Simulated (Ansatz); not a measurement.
Saddle point of CH$_{5}$Al, singlet (AlH + CH₄ → CH₃Al ([CH3][Al]) + H₂; bonds formed: Al1–C4, H2–H3; bonds broken: Al1–H3, H2–C4), PBE0-D4/def2-TZVP structure:

Al1  (-1.690, 0.055, -0.363)
H2  (-0.087, -0.650, -0.623)
H3  (-0.701, -1.175, -1.263)
C4  (0.398, 0.319, 0.395)
H5  (1.371, -0.146, 0.202)
H6  (0.199, 0.209, 1.465)
H7  (0.511, 1.388, 0.186)
(Å)

Energies are electronic, without zero-point energy. Barriers and step energies count from the start structure reached by relaxing down the imaginary mode; all methods use the PBE0-D4 structures, on which another method's saddle can fall below an end. Ansatz 0.2.0; basis: def2-TZVPP, with def2-QZVPP for the basis limit; cores frozen in the correlated methods. B3LYP uses VWN-RPA correlation. Extrapolation: Hartree–Fock as exp(−7.88 √X), correlation as X^−2.97.

```
      method  barrier (kJ/mol)  step energy (kJ/mol)
       SPW92                 ?                  19.0
      PBE-D4              90.0                  16.6
     BLYP-D4             113.5                  18.6
   r2SCAN-D4              94.9                  16.0
      B97M-V             123.4                  34.0
     PBE0-D4             105.0                  20.9
    B3LYP-D4             122.8                  22.4
  r2SCAN0-D4             107.7                  19.9
    BHLYP-D4                 ?                  28.1
CAM-B3LYP-D4             127.5                  25.0
     wB97X-V             126.3                  23.1
     wB97M-V             121.5                  21.2
      B2PLYP             125.8                  21.6
    PBE-QIDH             117.6                  21.1
  RPA on PBE             136.1                  23.6
          HF             192.9                  38.9
         MP2                 ?                  15.5
        CCSD             142.4                  25.3
     CCSD(T)             131.3                  21.7
```

Problem. Fill in the withheld barriers. (An estimate is asked for; the value comes from the calculation.)

Solution. By the calculation: BHLYP-D4 142.5; SPW92 60.4; MP2 122.7 kJ/mol. Each is the energy of the saddle less that of the start structure, by the same method.

For comparison, the barrier by CCSD(T) at an estimated basis limit (MP2 extrapolated from triple and quadruple zeta, plus CCSD(T) − MP2 in triple zeta) is 128.2 kJ/mol.

T1 diagnostic: at most 0.013. The restricted Hartree–Fock reference is unstable towards an unrestricted one at one or more of these structures.

Labels in which every atom is bracketed show which atoms are joined, not bond orders.

For scale, one of the runs: CCSD(T)/def2-TZVPP, 143 basis functions, launched by `ansatz run in.yaml --threads 2 --pin off --events-out ev --progress --plain --max-ram 4352MiB`. Time: 6.5 s of wall clock on 2 CPU threads of an Arm Neoverse V1; the host was shared. Peak host memory: 0.78 GiB.
